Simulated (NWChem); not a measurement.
# hydrogen fluoride (HF); SMILES F

```xyz
2

F      0.0000     0.0000     0.0932
H      0.0000     0.0000    -0.8391
```
Atoms are numbered in this order, from 1.

Geometry: optimised at PBE-D3(BJ)/def2-SVP.

Task: List the 4 lowest vertical singlet excitations from PBE0/6-31G* (spherical d), TDA (NWChem).

Result: 
| state | energy (eV) | oscillator strength | leading excitation (squared amplitude) |
|---|---|---|---|
| S1 | 10.41 | 0.011 | HOMO → LUMO (0.92) |
| S2 | 10.41 | 0.011 | HOMO−1 → LUMO (0.92) |
| S3 | 15.88 | 0.356 | HOMO−2 → LUMO (0.98) |
| S4 | 30.16 | 0.071 | HOMO → LUMO+1 (0.99) |
